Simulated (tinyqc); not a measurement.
Inside a calculation. Method: RHF in the sto-6g basis, for H2O, spin multiplicity 1. One step of it, computed by the program tinyqc.

Task: Iteration 2: diagonalisation and new density. A level shift of 0.5 hartree raises the virtual space: F + shift (S - S D(s) S), with D(s) the density of one spin (D/2). Diagonalise F' = X^T F X, C = X C', fill 5 alpha and 5 beta electrons from the bottom; D = 2 C_occ C_occ^T. Each column has its largest component positive (the first on a tie).

Fock matrix F (hartree), lower triangle:
```
             1O 1s      1O 2s     1O 2px     1O 2py     1O 2pz      2H 1s      3H 1s
1O 1s   -20.268665
1O 2s    -4.919277  -2.112952
1O 2px    0.000000   0.000000  -0.237060
1O 2py    0.000000   0.000000   0.000000  -0.116701
1O 2pz   -0.025727  -0.052455   0.000000   0.000000  -0.192263
2H 1s    -0.648985  -0.640932   0.000000  -0.330437  -0.239186  -0.306109
3H 1s    -0.648985  -0.640932   0.000000   0.330437  -0.239186  -0.150336  -0.306109
```

X, lower triangle:
```
            1O 1s      1O 2s    1O 2px     1O 2py     1O 2pz      2H 1s     3H 1s
1O 1s    1.021997
1O 2s   -0.129050   1.111626
1O 2px   0.000000   0.000000  1.000000
1O 2py   0.000000   0.000000  0.000000   1.055851
1O 2pz  -0.004587   0.044253  0.000000   0.000000   1.021576
2H 1s    0.015320  -0.179334  0.000000  -0.147475  -0.087759   1.085615
3H 1s    0.015320  -0.179334  0.000000   0.147475  -0.087759  -0.037106  1.085615
```

D after iteration 1, lower triangle:
```
            1O 1s      1O 2s    1O 2px     1O 2py    1O 2pz      2H 1s     3H 1s
1O 1s    2.088076
1O 2s   -0.369598   1.583810
1O 2px   0.000000   0.000000  2.000000
1O 2py   0.000000   0.000000  0.000000   0.959268
1O 2pz   0.103016  -0.505435  0.000000   0.000000  1.576070
2H 1s   -0.077549   0.242895  0.000000   0.529380  0.361677   0.465865
3H 1s   -0.077549   0.242895  0.000000  -0.529380  0.361677  -0.118421  0.465865
```

overlap S, lower triangle:
```
           1O 1s     1O 2s    1O 2px     1O 2py    1O 2pz     2H 1s     3H 1s
1O 1s   1.000000
1O 2s   0.231145  1.000000
1O 2px  0.000000  0.000000  1.000000
1O 2py  0.000000  0.000000  0.000000   1.000000
1O 2pz  0.000000  0.000000  0.000000   0.000000  1.000000
2H 1s   0.030207  0.322552  0.000000   0.246383  0.160800  1.000000
3H 1s   0.030207  0.322552  0.000000  -0.246383  0.160800  0.111719  1.000000
```

Give: F' = X^T F X; orbital energies; coefficients C; D after iteration 2.

Result:

F' = X^T F X (hartree), lower triangle:
```
          1        2        3        4        5        6       7
1  -19.9418
2   -2.5163  -1.0127
3    0.0000   0.0000  -0.2371
4    0.0000   0.0000   0.0000   0.2650
5   -0.0534   0.1553   0.0000   0.0000  -0.0422
6   -0.0490  -0.4869   0.0000  -0.5347  -0.3371   0.2853
7   -0.0490  -0.4869   0.0000   0.5347  -0.3371  -0.0360  0.2853
```

orbital energies (hartree): MO1 -20.2719, MO2 -1.0438, MO3 -0.4636, MO4 -0.3054, MO5 -0.2371, MO6 0.8736, MO7 1.0499

coefficients C:
```
            MO1      MO2      MO3      MO4     MO5      MO6      MO7
1O 1s    0.9967  -0.2203   0.0000   0.0791  0.0000   0.1156   0.0000
1O 2s    0.0145   0.8532   0.0000  -0.3984  0.0000  -0.6571   0.0000
1O 2px   0.0000   0.0000   0.0000   0.0000  1.0000   0.0000   0.0000
1O 2py   0.0000   0.0000   0.6157   0.0000  0.0000   0.0000   0.8828
1O 2pz   0.0021   0.0719   0.0000   0.8317  0.0000  -0.6034   0.0000
2H 1s   -0.0025   0.1961   0.4446   0.2596  0.0000   0.6956  -0.6740
3H 1s   -0.0025   0.1961  -0.4446   0.2596  0.0000   0.6956   0.6740
```

D after iteration 2, lower triangle:
```
          1O 1s    1O 2s  1O 2px   1O 2py  1O 2pz    2H 1s   3H 1s
1O 1s    2.0965
1O 2s   -0.4101   1.7737
1O 2px   0.0000   0.0000  2.0000
1O 2py   0.0000   0.0000  0.0000   0.7581
1O 2pz   0.1040  -0.5400  0.0000   0.0000  1.3939
2H 1s   -0.0504   0.1277  0.0000   0.5475  0.4601   0.6071
3H 1s   -0.0504   0.1277  0.0000  -0.5475  0.4601  -0.1836  0.6071
```
